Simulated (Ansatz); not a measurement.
Species: benzene, C6H6, net charge 0, singlet state. SMILES: c1ccccc1
Geometry: optimised at B3LYP-D3(BJ)/def2-TZVP (Ansatz, an electronic-structure program).

Parts of the frozen-core correlation energy in cc-pVTZ (Ansatz, hartree). Frozen orbitals: 6; correlated occupied orbitals by spin: 15 and 15; virtual: 243 and 243. No spin-orbit coupling. No relativistic terms. The restricted reference is unstable.

| term | value |
|---|---|
| reference (HF) | -230.77978 |
| MP2 opposite-spin | ___ |
| MP2 same-spin | ___ |
| CCSD correlation | ___ |
| (T) | -0.05173 |
| T1 diagnostic | 0.010 |
| largest doubles amplitude | 0.080 |

**Question.** Fill in the missing entries.

**Answer.** 
- MP2 opposite-spin, value: -0.71213
- MP2 same-spin, value: -0.23750
- CCSD correlation, value: -0.97411
